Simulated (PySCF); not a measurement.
**Scan of NH4⁺, singlet**

Starting geometry (PBE0/def2-TZVP stationary point for this spin, not checked as a minimum):

| atom | x (Å) | y (Å) | z (Å) |
| --- | --- | --- | --- |
| N | 0.0000 | 0.0000 | 0.0000 |
| H | 0.5903 | 0.5923 | 0.5902 |
| H | -0.5929 | -0.5882 | 0.5917 |
| H | -0.5890 | 0.5896 | -0.5943 |
| H | 0.5916 | -0.5937 | -0.5876 |

From there H4 moves along the line of the two atoms named below, all else staying in place; atoms are numbered as listed. Energies are in eV, counted from the starting geometry at the same level. Kohn–Sham curves keep the symmetry of the cluster determinant, unrestricted for open shells and where UHF breaks spin symmetry.

Basis 6-31G; PySCF 2.14.0. Only valence electrons are correlated (noble-gas cores frozen).

Unrestricted Kohn–Sham rows aren't spin-pure: their determinants' ⟨S²⟩ exceeds S(S+1) by up to 0.95, so they mix in states of higher spin. A value is left out where its run failed or describes another state than the reference as far as symmetry and spin tell, or, spin-broken singlets apart, can't be checked.

In so small a basis the reference is far from its limit while semilocal and hybrid functionals are nearer theirs (RPA and double hybrids share part of the reference's basis error), so the functionals' errors here hold much of the reference's basis and frozen-core error, which can add to them or hide them. The set has no polarisation functions, which weighs most on the reference.

Full CI is exact within this basis and frozen core; it isn't the basis-set limit.

```csv
distance N1-H4 (Å),full CI,PBE,r2SCAN,PBE0,B3LYP,CAM-B3LYP,wB97M-V,B2PLYP
0.809,1.725,1.739,1.661,1.659,1.672,1.671,1.662,1.667
0.904,0.448,0.461,0.419,0.415,0.425,0.423,0.419,0.420
1.024,0.000,0.000,0.000,0.000,0.000,0.000,0.000,0.000
1.143,–,0.183,0.222,0.230,0.215,0.221,0.222,0.222
1.236,0.563,0.538,0.604,0.621,0.592,0.606,0.607,0.605
1.397,1.353,1.322,1.431,1.466,1.412,1.444,1.442,1.432
1.600,2.372,2.350,2.507,2.567,2.481,2.543,2.537,2.506
1.858,3.497,–,–,–,–,–,–,–
2.296,4.829,4.794,4.926,5.088,4.971,5.127,5.204,5.159
2.748,5.497,5.301,5.461,5.622,5.516,5.729,5.818,5.721
3.522,5.769,24.600,5.752,5.941,5.837,6.131,6.248,6.064
```

PBE0 at 3.522 Å lies 0.172 eV (3 %) above the reference in this basis. CAM-B3LYP at 3.522 Å lies 0.362 eV (6 %) above the reference in this basis. B2PLYP at 3.522 Å lies 0.295 eV (5 %) above the reference in this basis. wB97M-V at 3.522 Å lies 0.479 eV (8 %) above the reference in this basis.
